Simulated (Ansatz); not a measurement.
We consider α-N2, described by r²SCAN (plane waves, PAW; Ansatz, a program for electronic structure).

Run with plane-wave cutoff 600 eV, 4×4×4 k mesh, scalar-relativistic PAW data made under PBE.

Computed at the level's own relaxed cell.

Elastic tensor (GPa, Voigt notation, ions relaxed):

```
    1.9     1.1     1.1     0.0     0.0     0.0
    1.1     1.9     1.1     0.0     0.0     0.0
    1.1     1.1     1.9     0.0     0.0     0.0
    0.0     0.0     0.0     1.1     0.0     0.0
    0.0     0.0     0.0     0.0     1.1     0.0
    0.0     0.0     0.0     0.0     0.0     1.1
```

Worked from these constants: the tetragonal shear constant is C′ = (C11 − C12)/2 = 0.4 GPa against C44 = 1.1 GPa, so the tetragonal shear is the softer. The Zener ratio C44/C′ is 2.75 (1 for an isotropic solid), and the Cauchy pressure C12 − C44 is 0.0 GPa. With C11 + 2C12 = 4.1 GPa all three Born conditions hold; they don't test modes at the zone boundary.

Note: the cell comes from a level without a dispersion term, which matters for the spacing of layers, chains or molecules.
